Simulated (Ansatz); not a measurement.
**A rate constant, worked out**

An elementary step of BH$_{4}$ClO, closed shell (BH₂Cl ([BH2][Cl]) + H₂O → BH₃O ([BH2][OH]) + HCl; B–Cl, H–O broken or loosened, B–O, Cl–H formed or tightened). The start structure is the complex of the reactants, bound by 0.55 eV, and the electronic barrier above it is 0.870 eV by CCSD(T) at an estimated basis limit (MP2 extrapolated from triple and quadruple zeta, plus CCSD(T) − MP2 in triple zeta). Ansatz 0.2.0; basis: def2-TZVPP and def2-QZVPP; cores frozen in the correlated methods. Extrapolation: Hartree–Fock as exp(−7.88 √X), correlation as X^−2.97. Harmonic wavenumbers at PBE0-D4/def2-TZVP (Ansatz 0.2.0), in cm⁻¹:

Start: 162, 282, 536, 638, 676, 786, 887, 1061, 1120, 1190, 1647, 2559, 2641, 3754, 3837.

Saddle: 984i, 357, 485, 513, 668, 835, 982, 1068, 1106, 1155, 1243, 1513, 2608, 2723, 3851.

Task: Work out the transition-state-theory rate constant at 900 K from these numbers alone (harmonic vibrations; rotation, path degeneracy and anharmonicity left out), and the Wigner tunnelling factor. Use 1 cm⁻¹ = 1.2398 × 10⁻⁴ eV and k_B = 8.617 × 10⁻⁵ eV/K.

Result: Zero-point energies, half the sums: start 21776/2 cm⁻¹ = 1.3499 eV; saddle, real modes only, 19107/2 cm⁻¹ = 1.1845 eV.
Barrier with zero-point energy: 0.870 + 1.1845 − 1.3499 = 0.7046 eV.
k_BT = 0.07756 eV, so the barrier is 9.09 k_BT.
Vibrational partition functions from the zero-point level, ln q = −Σ ln(1 − exp(−hν/k_BT)): start 5.176, saddle 3.821.
k = (k_BT/h) exp(ln q‡ − ln q) exp(−E0/k_BT), with log₁₀(k_BT/h in s⁻¹) = 13.27: log₁₀ k = 13.27 + (-1.355 − 9.09)/2.3026 = 8.73, so k ≈ 5 × 10^(8) s⁻¹.
Wigner factor: 1 + (hν‡/k_BT)²/24 = 1 + (1.57)²/24 = 1.10. A change of 1 kcal/mol (0.043 eV) in the barrier would change k by a factor of 1.7 at this temperature.

No T1 diagnostic of these runs exceeds 0.013.

The step is the kind of ligand exchange by which a precursor binds to a hydroxyl group, or is hydrolysed, in atomic layer deposition of oxides.

Labels in which every atom is bracketed show which atoms are joined, not bond orders.

For scale, one of the runs: CCSD(T)/def2-TZVPP, 160 basis functions, launched by `ansatz run in.yaml --threads 2 --pin off --events-out ev --progress --plain --max-ram 4352MiB`. The run took 22 s on 2 CPU threads of an Arm Neoverse V1 (shared host), with 1.2 GiB of host memory at its peak.
